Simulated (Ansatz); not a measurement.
# Relaxing W2O5

The calculation used Ansatz, DFT r2SCAN, scalar-relativistic, plane waves, PAW. Cutoff 500 eV, Γ-centred k mesh, Gaussian smearing, no spin polarisation in the final step.

The start is a database structure of W2O5, space group Pba2 (No. 32).

```yaml
crystal:
  lattice:
    - [5.92844, 0.00000, 0.00000]
    - [0.00000, 10.33930, 0.00000]
    - [0.00000, 0.00000, 3.69045]
  atoms:
    - { symbol: W, position: [0.22844, 0.36647, 0.01233] }
    - { symbol: W, position: [0.77156, 0.63353, 0.01233] }
    - { symbol: W, position: [0.72844, 0.13353, 0.01233] }
    - { symbol: W, position: [0.27156, 0.86647, 0.01233] }
    - { symbol: O, position: [0.30313, 0.40763, 0.49824] }
    - { symbol: O, position: [0.69687, 0.59237, 0.49824] }
    - { symbol: O, position: [0.80313, 0.09237, 0.49824] }
    - { symbol: O, position: [0.19687, 0.90763, 0.49824] }
    - { symbol: O, position: [0.54162, 0.27665, 0.98702] }
    - { symbol: O, position: [0.45838, 0.72335, 0.98702] }
    - { symbol: O, position: [0.04162, 0.22335, 0.98702] }
    - { symbol: O, position: [0.95838, 0.77665, 0.98702] }
    - { symbol: O, position: [0.00000, 0.50000, 0.00449] }
    - { symbol: O, position: [0.50000, 0.00000, 0.00449] }
```

Steps on the 4×2×6 mesh (14 atoms). 9 of 11 steps are shown, and the free energy counts from the last. Trial steps that were taken back and renewals of the plane-wave basis can be among the rows.

```
step  ΔF (meV/atom) V (Å³/atom) P (GPa) largest force component (eV/Å)
   1          113.4        16.16   -15.07                           1.534
   2           28.4        14.98     1.36                           0.778
   3           21.6        15.19     0.56                           0.421
   4           14.3        15.77    -0.43                           0.355
   5            8.3        15.93     0.14                           0.471
   6            4.9        16.44    -2.11                           0.209
   7            1.5        16.34     0.08                           0.036
   8            1.2        16.42    -0.04                           0.064
  11            0.0        16.62     0.06                           0.024
```

A final relaxation ran on a 8×4×10 mesh. The relaxed crystal, Pbam (No. 55):

```
W O
1.0
     5.49752    0.00000    0.00000
     0.00000   11.87608    0.00000
     0.00000    0.00000    3.56973
W O
4 10
Direct
  0.15553 0.35936 0.50000
  0.84447 0.64064 0.50000
  0.65553 0.14064 0.50000
  0.34447 0.85936 0.50000
  0.25911 0.38269 0.00000
  0.74089 0.61731 0.00000
  0.75911 0.11731 0.00000
  0.24089 0.88269 0.00000
  0.39589 0.23042 0.50000
  0.60411 0.76958 0.50000
  0.89589 0.26958 0.50000
  0.10411 0.73042 0.50000
  0.00000 0.50000 0.50000
  0.50000 0.00000 0.50000
```

```yaml
Volume_per_atom: 16.65 Å³
Density: 6.38 g/cm³
Energy_over_the_elements: -2.02 eV/atom
Gap_on_the_8×4×10_mesh: 0 eV (a metal)
```

Formation energies are uncorrected and refer to the elements' standard structures at the same level (O₂ as a molecule).

The final run used a 8×4×10 mesh on its 14-atom cell and 0.10 eV smearing. The k mesh leaves about 4 meV/atom of noise in metals. Spin–orbit coupling is left out.

Symmetry constrained the relaxation, so the result can be a saddle point.

Cost: 3 runs of about 15 core-minutes in all, on AMD EPYC 9R45 (Zen 5) (shared hosts).